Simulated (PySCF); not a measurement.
CH4OSi

CH4OSi is a carbene (divalent C1, bonded to 1 O + 1 Si), neutral, triplet. The structure, one conformer, was relaxed in the gas phase by PBE0-D3(BJ)/def2-SVP. No frequency run checks that it is a minimum.

This triplet is an excited state: in a carbene with lone-pair donors on the centre (O) the singlet is known to lie well below it (the gap isn't computed here), so the molecule in its ground state shows no EPR spectrum.

SMILES: O[C][SiH3]

```tsv
atom	x (Å)	y (Å)	z (Å)
C1	-0.132	0.510	0.832
Si2	-0.332	-0.704	-0.542
O3	0.469	1.686	0.922
H4	-1.088	-0.115	-1.694
H5	-1.101	-1.857	0.009
H6	0.984	-1.200	-1.069
H7	1.231	1.646	1.519
```

EPR values by unrestricted B3LYP, IGLO-III on C O Si, pcH-1 on H.

Predict g and the largest hyperfine couplings. Where does the spin sit?

g = 2.0020, 2.0026, 2.0030. The zero-field splitting dominates the spectrum: D = 0.65 cm⁻¹, |E| = 0.022 cm⁻¹ (spin-spin and spin-orbit parts, DFT, rough). The spin sits on C1 (84 %, bonded to 1 O + 1 Si) by Mulliken populations.
| atom | isotope | isotropic (MHz) | dipolar, principal values (MHz) |
| --- | --- | --- | --- |
| C1 | 13C | 187.4 | -70.0, 23.0, 47.0 |
| H7 | 1H | 58.4 | -10.9, -8.9, 19.8 |
| Si2 | 29Si | -47.4 | -12.7, 6.0, 6.7 |
| O3 | 17O | -30.6 | -26.5, 4.2, 22.3 |
| H4 | 1H | 51.7 | -3.4, -1.9, 5.3 |
| H6 | 1H | 51.1 | -3.4, -1.9, 5.3 |

How do the isotropic couplings move with BHandHLYP?

C1 187.4 to 214.0 MHz, H7 58.4 to 54.9 MHz, Si2 -47.4 to -37.5 MHz, O3 -30.6 to -33.6 MHz.
